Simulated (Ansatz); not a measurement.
Reaction (substitution at a C–S bond): `N=CS` + `OCF` → `N=COCF` + H₂S

Gas-phase electronic energies from Ansatz, PBE0-D4/def2-TZVP geometries. CCSD(T)/CBS adds triple-zeta CCSD(T) − MP2 to the extrapolated MP2 energy (def2 sets, frozen cores). This one scheme is used for every species. DFT in def2-TZVPP. Each species was taken in one conformer, which may not be the lowest.

CCSD(T)/CBS gives +3.3 kcal/mol.

(1) Another level gave +3.0 kcal/mol. Which?
A. r2SCAN/def2-TZVPP
B. PBE-D4/def2-TZVPP
C. CCSD/def2-TZVPP
D. HF/def2-TZVPP

Largest T1 diagnostic among the species: 0.014.

Answers

(1) A. r2SCAN 3.0, PBE-D4 4.3, HF/def2-TZVPP 0.3, CCSD/def2-TZVPP 2.0 kcal/mol.

In def2-TZVPP, CCSD(T) changes the Hartree–Fock value by +2.0 kcal/mol (the triples alone add +0.3 kcal/mol) and MP2 by +3.3 kcal/mol. From PBE to PBE0 (25 % exact exchange), in def2-TZVPP and without D4, ΔE moves by −0.9 kcal/mol.
